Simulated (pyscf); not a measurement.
Single points on ωB97X-D3(BJ)/def2-SVP structures (PySCF, gas phase).

Problem. How much does it cost (ΔH, 298 K, ωB97M-D3(BJ)/def2-TZVP) to split `[OH][GaH][PH][GaH2]` at its Ga–O bond into OH• + [HGa–PH–GaH₂]•?

Solution. Ga–O to OH• + [HGa–PH–GaH₂]•: 434.8 kJ/mol. The 7 functionals that were run give +419.6 (B3LYP-D3(BJ)) to +442.7 kJ/mol (ωB97X-D3(BJ)). The radicals are drawn with the spin at the cut bond; how far it spreads was not checked. Other isomers of [HGa–PH–GaH₂]• were not searched in full and may lie lower. Left out: the spin-orbit lowering of OH. Elements up to Kr have no core potential and no relativistic terms here.
